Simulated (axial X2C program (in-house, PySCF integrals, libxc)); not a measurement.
## AlCl⁺: from the spin-free to the two-component result

All values were computed with an in-house relativistic program for diatomic molecules. Spin-free means the one-electron spin-free X2C Hamiltonian; two-component (2c) means X2C with spin–orbit coupling and atomic mean-field two-electron Coulomb and Gaunt terms, so the difference of the two also holds small scalar two-electron terms. Basis: Cl dyall-av3z [9s8p3d2f], Al dyall-v3z [8s8p2d1f] (cores contracted in-house); Gaussian nuclei, density fitting, unrestricted open shells. Masses: Cl 34.969 u, Al 26.982 u.

Spin-free state: M_S = 1/2, Λ = 0 (beyond evenly filled blocks: σα); fragments Cl + Al+.

```json
{"level": "PBE0", "Re (Å)": "2.032", "ωe (cm⁻¹)": "594.3", "De (eV)": "2.054", "μ (D)": "5.60"}
{"level": "HF", "Re (Å)": "2.019", "ωe (cm⁻¹)": "629.2", "De (eV)": "1.346", "μ (D)": "6.06"}
{"level": "MP2", "Re (Å)": "2.030", "ωe (cm⁻¹)": "618.1", "De (eV)": "2.093", "μ (D)": "n/a"}
{"level": "CCSD", "Re (Å)": "2.034", "ωe (cm⁻¹)": "602.3", "De (eV)": "1.655", "μ (D)": "n/a"}
{"level": "CCSD(T)", "Re (Å)": "2.039", "ωe (cm⁻¹)": "595.8", "De (eV)": "1.784", "μ (D)": "n/a"}
{"level": "B97-3", "Re (Å)": "2.042", "ωe (cm⁻¹)": "583.4", "De (eV)": "1.913", "μ (D)": "5.56"}
```

Correlated methods: 9 electrons correlated (number of frozen shells: Cl 2 s, 1 p; Al 2 s, 1 p), 169 virtual spin orbitals or spinors in MP2, 89 natural virtuals in coupled cluster.

Dipoles are positive if Al is the positive end and refer to the centre of mass.

Two-component determinant lowest at the distance of the search:

Ω = 1/2 (⟨Sz⟩ = 0.50, ⟨Lz⟩ = 0.00 at HF); fragments Cl + Al+.

```tsv
level	Re (Å)	ωe (cm⁻¹)	De (eV)	μ (D)
PBE0	2.032	594.0	2.049	5.59
HF	2.020	629.0	1.285	6.06
MP2	2.031	617.9	2.056	n/a
CCSD	2.034	602.1	1.619	n/a
CCSD(T)	2.039	595.6	1.749	n/a
B97-3	2.042	583.1	1.885	5.56
```

Question: From the two tables, how do the constants change at the CCSD(T) level (2c against spin-free)?

Answer: At the CCSD(T) level Re is unchanged within 0.001 Å and ωe stays the same within 0.2 cm⁻¹; De changes by -0.035 eV.

The state is one determinant whose occupation by symmetry is held fixed; it was picked as the lowest of a PBE0 search that is not exhaustive. De is counted from the lowest determinant-based energies of the atoms at the same level, without counterpoise correction. Density functionals use the spin component along the axis (collinear). CCSD and (T) use frozen natural virtuals with an MP2 correction for the truncation; (T) itself is uncorrected, so its De runs slightly low. In 2c an atomic determinant is not the ground J level, so De misses part of the atomic spin–orbit lowering. This holds for PBE0. The functionals have no current-density term, which raises determinants with orbital currents, atoms included.
